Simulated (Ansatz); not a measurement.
**InSe (R3m, No. 160)**

The numbers are results of r²SCAN+rVV10 (Ansatz, a program for electronic structure, plane waves, PAW), not measurements.

Run with plane-wave cutoff 560 eV, 10×10×10 k mesh, Fermi–Dirac smearing 0.01 eV, scalar-relativistic PAW data made under PBE.

Cell (relaxed at this level):

InSe has the trigonal space group R3m, hexagonal axes (No. 160), Pearson symbol hR4. Cell: a = b = 4.0194 Å, c = 25.2650 Å, α = β = 90.00°, γ = 120.00°. Se1 on 3a sees 3 In at 2.644 Å (trigonal pyramidal). Se2 on 3a sees 3 In at 2.644 Å (trigonal pyramidal). In1 on 3a is surrounded by 3 Se at 2.644 Å (trigonal pyramidal). In2 on 3a is surrounded by 3 Se at 2.644 Å (trigonal pyramidal). (Neighbours: up to the widest gap in distance over summed covalent radii, below 1.35, at either atom; cation-cation and far metal-metal contacts left out.)
(The calculation used a cell of 4 atoms; values per cell refer to that cell.)

| Item | Result |
|---|---|
| band gap | 0.80 eV (on the SCF k mesh) |
| Γ–Γ gap | 3.28 eV |

Spin–orbit coupling is not included.

Static lattice: no zero-point or thermal effects.
